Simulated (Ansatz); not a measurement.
## Down a group: atomization energies of HBF, HAlF

Ansatz 0.2.0, functionals in def2-QZVPP, HF, MP2 and coupled cluster extrapolated from def2-TZVPP and def2-QZVPP (exp(−7.88 √X), X^−2.97); geometries are PBE0/def2-TZVP minima. Wave-function levels freeze the cores; HF, MP2 and coupled cluster are restricted for singlets and unrestricted otherwise, atoms included (their steps beyond CCSDT(Q) come from restricted open-shell runs), Kohn–Sham unrestricted where that lies lower. The best estimate adds to that CCSD(T) limit the step from CCSD(T) to the highest level run in a smaller set (CCSDT(Q)/cc-pVDZ, CCSDT(Q)/cc-pVTZ). It lacks core correlation, which semilocal and hybrid functionals hold and which counts in their errors here, (a few kJ/mol in atomization energies of light atoms) is good to about 1 kcal/mol where the step is under 0.06 eV, as here, and is no measured value. An error is the level's value less this estimate. Energies are electronic, without zero-point terms. No spin–orbit coupling and no scalar relativity. B2PLYP's MP2 part freezes the cores and isn't at its limit in this set. CCSD(T)'s error is that step with its sign reversed, by construction, and steps from double-zeta sets run high. The species are chosen: bound, without strong static correlation by their natural occupations or amplitudes, in their lowest spin state as far as vertical gaps and like structures tell, and with a ladder that closes on the reference, so errors are smaller than for species at large; levels whose determinant breaks symmetry or spin markedly are left out.

```tsv
species	bonds (Å)	quantity	symmetry of the states	reference	value (kcal/mol)	error CCSD(T)	error PBE	error BLYP	error B3LYP	error B2PLYP
HBF, doublet	B–F 1.301, B–H 1.206, angle at B 121°	atomization	A'	limit + step to CCSDT(Q)/cc-pVDZ	232.8	-0.3	9.4	4.8	3.6	3.5
HAlF, doublet	F–Al 1.656, Al–H 1.607, angle at Al 115°	atomization	A'	limit + step to CCSDT(Q)/cc-pVTZ	199.4	0.0	-0.6	-1.8	-2.6	-1.1
```

The reference falls from B to Al, by 33.4 kcal/mol in all.
